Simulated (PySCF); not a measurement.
Structure problem from calculated spectra and properties.

Formula: C3H2FN2; charge -1.

* NMR, other nuclei: isotropic shieldings of nuclei other than C and H, by class: -26 (1 N), -5 (1 N), 321 (1 F) ppm [GIAO PBE/pcSseg-2]
* 1H NMR: chemical shifts (computed TMS as zero) by class: 6.47 (1 H), 5.98 (1 H) ppm [GIAO PBE/pcSseg-2]
* XPS: C1s 285.0, C1s 285.5, C1s 287.1, N1s 398.5, N1s 398.7, F1s 687.8 eV [ΔSCF SCAN, pcX-2 on the ionised atom, pcseg-1 elsewhere, spin-free X2C]
* 13C NMR: chemical shifts (computed TMS as zero) by class: 172.1 (1 C), 137.6 (1 C), 101.2 (1 C) ppm [GIAO PBE/pcSseg-2]
* Rotational structure: rotational constants A, B, C: 9.915, 3.676, 2.682 GHz [PBE0-D3(BJ)/def2-SVP]
* Couplings: largest of the computed one-bond spin–spin couplings (means over like bonds): 19F–13C -280.1, 13C–1H +192.8, 13C–1H +181.3, 13C–13C +90.5, 15N–13C -8.0, 15N–13C +1.7, 15N–13C +1.6, 15N–13C +1.3 Hz [B3LYP/pcJ-1]

Electronic properties: PySCF, gas phase, density fitting. Levels stand in brackets. Isolated species at its PBE0-D3(BJ)/def2-SVP geometry, gas phase. The geometry's basis has no diffuse functions, a weakness for an anion. The HOMO energy is positive, so at this level the finite basis confines the outermost electrons. No diffuse functions stand in pcJ-1 and pcSseg-2, which bears on an anion's orbital energies. NMR values are class means; diastereotopic atoms form classes of their own.

Task: Propose a structure and show how it fits.

Result: Numbering: `[F:1][c:2]1[cH:3][n-:4][cH:5][n:6]1`. 3 carbons fall into 3 classes; from least to most shielded: aromatic C–F carbon [C2] (172.1 ppm), aromatic CH next to a ring nitrogen [C5] (137.6 ppm), aromatic CH next to a ring nitrogen [C3] (101.2 ppm). Hydrogen classes from least to most shielded: 1 H on an aromatic CH next to a ring nitrogen, C5 (6.47 ppm), 1 H on an aromatic CH next to a ring nitrogen, C3 (5.98 ppm). The other shieldings belong to: -26 ppm, two-coordinate ring nitrogen [N4]; -5 ppm, ring nitrogen [N6]; 321 ppm, aryl fluorine [F1]. The couplings run between: -280.1 Hz, aryl fluorine [F1] and aromatic C–F carbon [C2]; +192.8 Hz, aromatic CH next to a ring nitrogen [C5] and its hydrogen; +181.3 Hz, aromatic CH next to a ring nitrogen [C3] and its hydrogen; +90.5 Hz, aromatic C–F carbon [C2] and aromatic CH next to a ring nitrogen [C3]; -8.0 Hz, ring nitrogen [N6] and aromatic C–F carbon [C2]; +1.7 Hz, two-coordinate ring nitrogen [N4] and aromatic CH next to a ring nitrogen [C5]; +1.6 Hz, two-coordinate ring nitrogen [N4] and aromatic CH next to a ring nitrogen [C3]; +1.3 Hz, ring nitrogen [N6] and aromatic CH next to a ring nitrogen [C5]. The core levels belong to: C1s 285.0 eV, aromatic CH next to a ring nitrogen [C3]; C1s 285.5 eV, aromatic CH next to a ring nitrogen [C5]; C1s 287.1 eV, aromatic C–F carbon [C2]; N1s 398.5 eV, two-coordinate ring nitrogen [N4]; N1s 398.7 eV, ring nitrogen [N6]; F1s 687.8 eV, aryl fluorine [F1]. The optimised geometry has point group Cs and is an asymmetric top. Structure: `FC1=C[N-]C=N1`. Computed isomers that give other values at the same levels: `Fc1ccn[n-]1` (core binding energies: C1s 284.8, C1s 285.2, C1s 287.2, N1s 398.8, N1s 398.9, F1s 687.9 eV). The assignments are read from this structure; whether some other isomer fits the data as well wasn't checked.
